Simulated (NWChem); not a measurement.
System: NO anion, triplet

NWChem printed, in part:

```
             Northwest Computational Chemistry Package (NWChem) 7.3.0
             --------------------------------------------------------

 ORDER OF PRIMARY AXIS IS BEING SET TO 4
 C4V symmetry detected

                             Geometry "geometry" -> ""
                             -------------------------

 Output coordinates in angstroms (scale by  1.889725989 to convert to a.u.)

  No.       Tag          Charge          X              Y              Z
 ---- ---------------- ---------- -------------- -------------- --------------
    1 N                    7.0000     0.00000000     0.00000000    -0.67846987
    2 O                    8.0000     0.00000000     0.00000000     0.59366113

 Effective nuclear repulsion energy (a.u.)      23.2947125288

      Symmetry information
      --------------------

 Group name             C4v
 Group number             18
 Group order               8
 No. of unique centers     2

                                Z-matrix (autoz)
                                --------

 Units are Angstrom for bonds and degrees for angles

      Type          Name      I     J     K     L     M      Value
      ----------- --------  ----- ----- ----- ----- ----- ----------
    1 Stretch                  1     2                       1.27213

                           NWChem Geometry Optimization
                           ----------------------------

 maximum gradient threshold         (gmax) =   0.000450
 rms gradient threshold             (grms) =   0.000300
 maximum cartesian step threshold   (xmax) =   0.001800
 rms cartesian step threshold       (xrms) =   0.001200
 fixed trust radius                (trust) =   0.300000
 source of zmatrix                         =   autoz

          -------------------
          Energy Minimization
          -------------------

 Using diagonal initial Hessian
 Scaling for Hessian diagonals: bonds = 1.00  angles = 0.25  torsions = 0.10

          --------
          Step   0

                                 NWChem DFT Module
                                 -----------------

[...]

      ----------------------
      Optimization converged
      ----------------------

  Step       Energy      Delta E   Gmax     Grms     Xrms     Xmax
  ---- ---------------- -------- -------- -------- -------- --------
@    2    -129.76474106 -4.6D-08  0.00000  0.00000  0.00000  0.00000
                                     ok       ok       ok       ok

                                Z-matrix (autoz)
                                --------

 Units are Angstrom for bonds and degrees for angles

      Type          Name      I     J     K     L     M      Value     Gradient
      ----------- --------  ----- ----- ----- ----- ----- ---------- ----------
    1 Stretch                  1     2                       1.26478   -0.00000

                         Geometry "geometry" -> "geometry"
                         ---------------------------------

 Output coordinates in angstroms (scale by  1.889725989 to convert to a.u.)

  No.       Tag          Charge          X              Y              Z
 ---- ---------------- ---------- -------------- -------------- --------------
    1 N                    7.0000     0.00000000     0.00000000    -0.67479622
    2 O                    8.0000     0.00000000     0.00000000     0.58998749

 Effective nuclear repulsion energy (a.u.)      23.4300346009

      Symmetry information
      --------------------

 Group name             C4v
 Group number             18
 Group order               8
 No. of unique centers     2

                Final and change from initial internal coordinates
                --------------------------------------------------

                                Z-matrix (autoz)
                                --------

 Units are Angstrom for bonds and degrees for angles

[...]

 Rotational Constants
 --------------------
 A=   0.000000 cm-1  (  0.000000 K)
 B=   1.411414 cm-1  (  2.030665 K)
 C=   1.411414 cm-1  (  2.030665 K)

 Temperature                      =   298.15K
 frequency scaling parameter      =   1.0000

 Linear Molecule

 Zero-Point correction to Energy  =    2.163 kcal/mol  (  0.003447 au)
 Thermal correction to Energy     =    3.647 kcal/mol  (  0.005811 au)
 Thermal correction to Enthalpy   =    4.239 kcal/mol  (  0.006755 au)

 Total Entropy                    =   48.021 cal/mol-K
   - Translational                =   36.113 cal/mol-K (mol. weight =  29.9980)
   - Rotational                   =   11.897 cal/mol-K (symmetry #  =        1)
   - Vibrational                  =    0.011 cal/mol-K

 Cv (constant volume heat capacity) =    5.037 cal/mol-K
   - Translational                  =    2.979 cal/mol-K
   - Rotational                     =    1.986 cal/mol-K
   - Vibrational                    =    0.071 cal/mol-K

[normal modes left out]

 ----------------------------------------------------------------------------
 Normal Eigenvalue ||           Projected Infra Red Intensities
  Mode   [cm**-1]  || [atomic units] [(debye/angs)**2] [(KM/mol)] [arbitrary]
 ------ ---------- || -------------- ----------------- ---------- -----------
    1        0.000 ||    0.024797           0.572        24.173      10.610
    2        0.000 ||    0.024797           0.572        24.173      10.610
    3        0.000 ||    0.010543           0.243        10.278       4.511
    4        0.000 ||    0.010543           0.243        10.278       4.511
    5        0.000 ||    0.033330           0.769        32.492      14.261
    6     1513.874 ||    0.036221           0.836        35.310      15.498
 ----------------------------------------------------------------------------
```

Level: B3LYP/def2-SVP, spin-unrestricted. Sets without diffuse functions describe the anion's extra electron poorly. No stability test was run on the SCF state. The highest occupied level is positive, so the extra electron may be held by the finite basis.

Question: Reconstruct the input file.

Answer: This is not unique; one that fits is the input that was run:
```
start job
memory heap 200 mb stack 900 mb global 1100 mb
charge -1
geometry units angstroms
  N      0.000000     0.000000    -0.679222
  O      0.000000     0.000000     0.592909
end
basis spherical
  N library def2-svp
  O library def2-svp
end
dft
  odft
  mult 3
  xc b3lyp
  iterations 150
end
driver
  maxiter 120
end
task dft optimize
task dft freq
```
